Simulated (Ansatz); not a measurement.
Relaxation of BFH₄O (7 atoms, charge 0, multiplicity 1), to a largest force component of 0.03 eV/Å in at most 50 steps.

Theory: Ansatz, RKS B3LYP/def2-SVP.

```xyz
7
Properties=species:S:1:pos:R:3
B -0.019 -0.256 0.153
O -0.011 -0.480 1.510
H -0.896 -0.460 1.900
H 1.011 -0.267 -0.459
F -1.168 -0.072 -0.490
H 0.051 2.101 0.588
H 0.132 1.715 1.187
```

Question: Where does it end, and by what steps?

Answer: The forces met the threshold. The force dipped under the threshold on the way, but the program's further checks kept it going. After 44 steps the energy has fallen by 0.242 eV; H6 moved furthest, 1.66 Å.

```
step  energy less start (eV)  largest force component (eV/Å)  accepted
   0                  0.0000                           1.370       yes
   2                 -0.1902                           0.468       yes
   4                 -0.2129                           0.189       yes
   6                 -0.2147                           0.170       yes
   8                 -0.2165                           0.058       yes
  10                 -0.2176                           0.055       yes
  12                 -0.2183                           0.030       yes
  14                 -0.2200                           0.052       yes
  16                 -0.2225                           0.238       yes
  18                 -0.2089                           0.688        no
  20                 -0.2302                           0.151       yes
  22                 -0.2328                           0.171       yes
  24                 -0.2357                           0.089       yes
  26                 -0.2370                           0.068       yes
  28                 -0.2376                           0.123       yes
  30                 -0.2381                           0.038       yes
  32                 -0.2382                           0.214        no
  34                 -0.2390                           0.013       yes
  36                 -0.2393                           0.196        no
  38                 -0.2385                           0.171        no
  40                 -0.2404                           0.027       yes
  42                 -0.2408                           0.111       yes
  44                 -0.2415                           0.006       yes
```

```xyz
7
Properties=species:S:1:pos:R:3
B -0.091 -0.886 -0.083
O -0.177 0.043 0.888
H -1.025 0.035 1.357
H 0.912 -0.980 -0.737
F -1.119 -1.703 -0.319
H 0.286 3.247 1.764
H 0.313 2.526 1.520
```

Whether the end is a true minimum wasn't checked by a vibrational analysis.

Run time: 69 s on 1 thread of Arm Neoverse V1, with other jobs on the host, peak memory 0.13 GiB.
